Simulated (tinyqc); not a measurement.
Worked calculation: MP2 on RHF in the sto-6g basis, for H2O, spin multiplicity 1. One step of it, computed by the program tinyqc.

Question. Second-order Moller-Plesset energy. E2 = sum_ijab (ia|jb) [2 (ia|jb) - (ib|ja)] / (e_i + e_j - e_a - e_b) over occupied i, j and virtual a, b; the opposite-spin part is (ia|jb)^2 / denominator, the rest is same-spin, and SCS-MP2 scales them by 6/5 and 1/3.

orbital energies (hartree): MO1 -20.513503, MO2 -1.321231, MO3 -0.622132, MO4 -0.496723, MO5 -0.410101, MO6 0.662937, MO7 0.757943

Two-electron integrals over orbitals (pq|rs), unique and non-zero (hartree):
```
p,q,r,s,(pq|rs)
1,1,1,1,4.761062
2,1,1,1,-0.420090
2,1,2,1,0.060407
2,2,1,1,1.014353
2,2,2,1,-0.012380
2,2,2,2,0.742857
3,1,3,1,0.012173
3,2,3,1,0.018669
3,2,3,2,0.146687
3,3,1,1,0.829667
3,3,2,1,-0.004088
3,3,2,2,0.665433
3,3,3,3,0.654867
4,1,1,1,0.211245
4,1,2,1,-0.026436
4,1,2,2,0.018822
4,1,3,3,0.006911
4,1,4,1,0.031144
4,2,1,1,-0.135799
4,2,2,1,0.010847
4,2,2,2,0.015332
4,2,3,3,0.005607
4,2,4,1,0.016338
4,2,4,2,0.118088
4,3,3,1,-0.004748
4,3,3,2,0.012632
4,3,4,3,0.047645
4,4,1,1,1.008744
4,4,2,1,-0.014697
4,4,2,2,0.671736
4,4,3,3,0.613054
4,4,4,1,-0.011522
4,4,4,2,-0.103543
4,4,4,4,0.794201
5,1,5,1,0.026733
5,2,5,1,0.031903
5,2,5,2,0.142047
5,3,5,3,0.030452
5,4,5,1,-0.014999
5,4,5,2,-0.051118
5,4,5,4,0.060076
5,5,1,1,1.117076
5,5,2,1,-0.011031
5,5,2,2,0.748006
5,5,3,3,0.645997
5,5,4,1,0.005238
5,5,4,2,-0.069362
5,5,4,4,0.733226
5,5,5,5,0.880663
6,1,1,1,-0.255374
6,1,2,1,0.040322
6,1,2,2,0.001146
6,1,3,3,0.000805
6,1,4,1,-0.003347
6,1,4,2,0.021329
6,1,4,4,-0.021699
6,1,5,5,-0.005919
6,1,6,1,0.037429
6,2,1,1,0.332398
6,2,2,1,-0.007013
6,2,2,2,0.151240
6,2,3,3,0.087861
6,2,4,1,0.019744
6,2,4,2,0.014728
6,2,4,4,0.089304
6,2,5,5,0.164231
6,2,6,1,0.007277
6,2,6,2,0.108230
6,3,3,1,0.004186
6,3,3,2,-0.029362
6,3,4,3,-0.023534
6,3,6,3,0.060365
6,4,1,1,0.208390
6,4,2,1,-0.001665
6,4,2,2,0.084047
6,4,3,3,0.043798
6,4,4,1,-0.000038
6,4,4,2,-0.040688
6,4,4,4,0.123528
6,4,5,5,0.111018
6,4,6,1,-0.001349
6,4,6,2,0.057121
6,4,6,4,0.069193
6,5,5,1,0.015880
6,5,5,2,0.058747
6,5,5,4,-0.003770
6,5,6,5,0.039566
6,6,1,1,0.848829
6,6,2,1,-0.007451
6,6,2,2,0.639506
6,6,3,3,0.587513
6,6,4,1,0.022669
6,6,4,2,0.057212
6,6,4,4,0.562406
6,6,5,5,0.606231
6,6,6,1,0.009044
6,6,6,2,0.107730
6,6,6,4,0.041241
6,6,6,6,0.618396
7,1,3,1,0.016024
7,1,3,2,0.022718
7,1,4,3,-0.006462
7,1,6,3,0.004990
7,1,7,1,0.021158
7,2,3,1,0.013313
7,2,3,2,0.031968
7,2,4,3,-0.038689
7,2,6,3,0.037414
7,2,7,1,0.016633
7,2,7,2,0.059025
7,3,1,1,0.354539
7,3,2,1,-0.007640
7,3,2,2,0.121012
7,3,3,3,0.090458
7,3,4,1,-0.001349
7,3,4,2,-0.083073
7,3,4,4,0.156516
7,3,5,5,0.181770
7,3,6,1,-0.007777
7,3,6,2,0.077845
7,3,6,4,0.078803
7,3,6,6,0.036043
7,3,7,3,0.154391
7,4,3,1,-0.010914
7,4,3,2,-0.082035
7,4,4,3,0.006510
7,4,6,3,0.038584
7,4,7,1,-0.013962
7,4,7,2,-0.013668
7,4,7,4,0.073094
7,5,5,3,0.023249
7,5,7,5,0.022922
7,6,3,1,0.009341
7,6,3,2,0.095737
7,6,4,3,0.041969
7,6,6,3,-0.053248
7,6,7,1,0.011391
7,6,7,2,-0.016402
7,6,7,4,-0.058709
7,6,7,6,0.109578
7,7,1,1,0.857139
7,7,2,1,-0.008426
7,7,2,2,0.629237
7,7,3,3,0.622326
7,7,4,1,0.004604
7,7,4,2,-0.005470
7,7,4,4,0.608609
7,7,5,5,0.621457
7,7,6,1,-0.004438
7,7,6,2,0.069556
7,7,6,4,0.033388
7,7,6,6,0.580088
7,7,7,3,0.076859
7,7,7,7,0.623400
```

Hartree-Fock energy = -75.65949956 hartree

Give: Terms; Pair energies; MP2 correlation energy; SCS-MP2 correlation energy; MP2 total energy.

Answer.

Terms:
```
i,j,a,b,(ia|jb),(ib|ja),denominator,term
3,3,7,7,0.1544,0.1544,-2.7601,-0.0086
4,3,6,7,0.0788,0.0386,-2.5397,-0.0037
3,4,7,6,0.0788,0.0386,-2.5397,-0.0037
2,2,6,6,0.1082,0.1082,-3.9683,-0.0030
3,2,7,6,0.0778,0.0374,-3.3642,-0.0027
2,3,6,7,0.0778,0.0374,-3.3642,-0.0027
4,4,7,7,0.0731,0.0731,-2.5093,-0.0021
4,4,6,6,0.0692,0.0692,-2.3193,-0.0021
3,3,6,6,0.0604,0.0604,-2.5701,-0.0014
4,2,6,6,0.0571,0.0571,-3.1438,-0.0010
2,4,6,6,0.0571,0.0571,-3.1438,-0.0010
2,2,7,7,0.0590,0.0590,-4.1583,-0.0008
5,5,6,6,0.0396,0.0396,-2.1461,-0.0007
5,5,7,7,0.0229,0.0229,-2.3361,-2.25e-04
4,2,7,7,-0.0137,-0.0137,-3.3338,-5.60e-05
2,4,7,7,-0.0137,-0.0137,-3.3338,-5.60e-05
2,3,7,6,0.0374,0.0778,-3.3642,3.36e-05
3,2,6,7,0.0374,0.0778,-3.3642,3.36e-05
1,1,6,6,0.0374,0.0374,-42.3529,-3.31e-05
4,3,7,6,0.0386,0.0788,-2.5397,2.49e-05
3,4,6,7,0.0386,0.0788,-2.5397,2.49e-05
1,2,7,7,0.0166,0.0166,-23.3506,-1.18e-05
2,1,7,7,0.0166,0.0166,-23.3506,-1.18e-05
1,1,7,7,0.0212,0.0212,-42.5429,-1.05e-05
1,4,7,7,-0.0140,-0.0140,-22.5261,-8.65e-06
4,1,7,7,-0.0140,-0.0140,-22.5261,-8.65e-06
3,1,7,6,-0.0078,0.0050,-22.5565,-7.08e-06
1,3,6,7,-0.0078,0.0050,-22.5565,-7.08e-06
3,1,6,7,0.0050,-0.0078,-22.5565,-3.93e-06
1,3,7,6,0.0050,-0.0078,-22.5565,-3.93e-06
2,1,6,6,0.0073,0.0073,-23.1606,-2.29e-06
1,2,6,6,0.0073,0.0073,-23.1606,-2.29e-06
4,1,6,6,-0.0013,-0.0013,-22.3361,-8.14e-08
1,4,6,6,-0.0013,-0.0013,-22.3361,-8.14e-08
```

Pair energies (hartree; pair i-j sums ij and ji):
```
pair,opposite spin,same spin
1-1,-4.36e-05,0.0000
2-1,-2.83e-05,0.0000
2-2,-0.0038,0.0000
3-1,-7.57e-06,-1.45e-05
3-2,-0.0044,-0.0010
3-3,-0.0101,0.0000
4-1,-1.75e-05,0.0000
4-2,-0.0022,0.0000
4-3,-0.0061,-0.0013
4-4,-0.0042,0.0000
5-5,-0.0010,0.0000
```

MP2 correlation energy = -0.034033 hartree

SCS-MP2 correlation energy = -0.038881 hartree

MP2 total energy = -75.693533 hartree
